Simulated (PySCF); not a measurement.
Job file and geometry (Å, from GFN2-xTB) of an NMR shielding run on SMILES CC(C)(C)S, C4H10S, GIAO PBE0/pcSseg-1 NMR shielding, non-relativistic, gas phase in PySCF 2.14.0, density-fitted response routines; density fitting, a coarse starting grid and PySCF grid level 2 are the driver's defaults:

```
{"job": {"kind": "nmr", "xc": "PBE0", "basis": "pcSseg-1"}, "charge": 0, "multiplicity": 1}
C      0.032599     1.275438    -0.671894
C      0.072494     0.015734     0.182982
C      0.479582    -1.200270    -0.638528
C     -1.265115    -0.216346     0.874480
S      1.314747     0.258466     1.544283
H     -0.720210     1.171542    -1.451877
H     -0.217896     2.140388    -0.061809
H      0.996111     1.454762    -1.145892
H      0.548023    -2.081275    -0.004229
H     -0.260216    -1.388710    -1.415097
H      1.445335    -1.042006    -1.115454
H     -1.215412    -1.095973     1.512655
H     -1.527372     0.640130     1.491966
H     -2.048454    -0.366305     0.133993
H      2.361370     0.442414     0.742510
```

**Question.** What does the program print?

**Answer.** 
```
coarse grid: 12168 points
cycle   1  E = -556.1907782405  dE =  2.932e-01  |g| = 3.914e-01  |ddm| = 3.202e+00
cycle   2  E = -556.1912465823  dE = -4.683e-04  |g| = 4.072e-01  |ddm| = 7.429e-01
cycle   3  E = -556.2336784725  dE = -4.243e-02  |g| = 2.603e-02  |ddm| = 3.626e-01
cycle   4  E = -556.2337435800  dE = -6.511e-05  |g| = 2.238e-02  |ddm| = 6.438e-02
cycle   5  E = -556.2338711642  dE = -1.276e-04  |g| = 3.285e-03  |ddm| = 2.615e-02
cycle   6  E = -556.2338733909  dE = -2.227e-06  |g| = 1.284e-03  |ddm| = 4.198e-03
final grid: 110304 points
cycle   7  E = -556.2674356524  dE = -3.809e-05  |g| = 8.932e-03  |ddm| = 3.179e-02
cycle   8  E = -556.2674240681  dE =  1.158e-05  |g| = 1.108e-02  |ddm| = 1.806e-02
cycle   9  E = -556.2674552847  dE = -3.122e-05  |g| = 1.194e-03  |ddm| = 1.137e-02
cycle  10  E = -556.2674556305  dE = -3.459e-07  |g| = 2.021e-04  |ddm| = 1.363e-03
cycle  11  E = -556.2674556396  dE = -9.120e-09  |g| = 3.450e-05  |ddm| = 1.809e-04
cycle  12  E = -556.2674556400  dE = -3.091e-10  |g| = 4.513e-06  |ddm| = 5.613e-05
converged SCF energy = -556.2674556400

GIAO shielding tensors (ppm)
atom      isotropic    diamagn.    paramagn.     s11        s22        s33       span
  0 C      147.906     247.995    -100.088    127.172    134.134    182.412     55.240
  1 C      139.150     245.642    -106.492    127.342    129.398    160.709     33.367
  2 C      147.915     247.992    -100.077    127.184    134.160    182.402     55.218
  3 C      156.230     247.586     -91.357    140.848    141.261    186.579     45.731
  4 S      462.790    1056.850    -594.060    247.932    375.362    765.077    517.145
  5 H       30.361      31.059      -0.698     26.418     27.497     37.167     10.749
  6 H       29.874      30.695      -0.821     26.579     27.734     35.309      8.730
  7 H       30.342      31.423      -1.081     26.825     28.470     35.731      8.906
  8 H       29.873      30.691      -0.818     26.566     27.743     35.310      8.744
  9 H       30.361      31.060      -0.699     26.416     27.500     37.167     10.751
 10 H       30.337      31.416      -1.079     26.832     28.454     35.725      8.893
 11 H       30.265      30.470      -0.205     26.335     28.145     36.313      9.977
 12 H       30.263      30.466      -0.203     26.325     28.151     36.312      9.987
 13 H       30.567      30.667      -0.100     26.954     27.735     37.012     10.058
 14 H       29.809      31.574      -1.765     23.647     27.997     37.782     14.134
```

**Question.** Turn these shieldings into chemical shifts. Shifts are taken against calculated references (same method and geometry level): $^{13}$C (186.93 ppm), $^{1}$H (31.72 ppm) against TMS; $^{33}$S (503.73 ppm) vs CS2.

**Answer.** Averaging equivalent atoms: C 1: 47.8; C 0/2/3: 36.2; S 4: 41; H 14: 1.91; H 5/6/7/8/9/10/11/12/13: 1.47 ppm. 

Size and cost of the density-fitted run: 142 basis functions, 13 s wall time on 1 thread of an x86-64 server CPU, shared host.
